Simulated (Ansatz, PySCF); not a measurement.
Species: CH3O2, net charge 1, singlet state. It need not be the lowest isomer of its formula. 
Structure (B3LYP-D3(BJ)/def2-TZVP (Ansatz, a quantum-chemistry and plane-wave program) minimum search):
```xyz
6

O     -1.0512    -0.5390    -0.0452
C      0.2216     0.5857     0.0087
O      1.2564     0.1357     0.1286
H     -0.7781    -1.4708    -0.1509
H     -0.3073     1.5344    -0.0525
H     -1.8852    -0.3516    -0.5157
```
Charge +1, spin multiplicity 1.

Total electronic energies in hartree. Cores are frozen in the correlated levels unless marked. Spin-orbit coupling is left out. No relativistic terms. CBS marks a two-point X^-3 extrapolation of the correlation energy; Hartree-Fock from the larger set. [CCSD(T)-MP2]/basis is that difference in the basis named.

| level | program | energy (Eh) |
|---|---|---|
| RI-HF/cc-pVQZ | Ansatz | -189.11465 |
| BLYP-D4/def2-TZVPD | Ansatz + dftd4 | -190.08253 |
| revPBE-D3(BJ)/def2-TZVPD | Ansatz + dftd3 | -190.06366 |
| BP86/def2-TZVPD | PySCF | -190.11267 |
| PBE0/def2-TZVP | Ansatz | -189.89646 |
| r2SCANh/def2-TZVPD | Ansatz | -189.99557 |
| PW6B95-D4/def2-TZVPD | PySCF + dftd4 | -190.31950 |
| CAM-B3LYP-D3(BJ)/def2-TZVPD | Ansatz + dftd3 | -190.03615 |
| CAM-B3LYP-D4/def2-TZVPD | Ansatz + dftd4 | -190.03583 |
| B2GP-PLYP-D3(BJ)/def2-TZVPD | Ansatz + dftd3 | -189.94188 |
| B2PLYP-D3(BJ)/def2-TZVPD | Ansatz + dftd3 | -189.97904 |
| RPA@PBE/cc-pVQZ | Ansatz | -190.13406 |
| MP2/6-31G | Ansatz | -189.27854 |
| CCSD(T) with core electrons/cc-pwCVTZ | Ansatz | -189.93196 |
| RI-MP2/CBS(cc-pVTZ,cc-pVQZ)+[CCSD(T)-MP2]/cc-pVTZ | Ansatz | -189.8586 |

Totals of different functionals don't rank their quality; only differences between species are comparable.
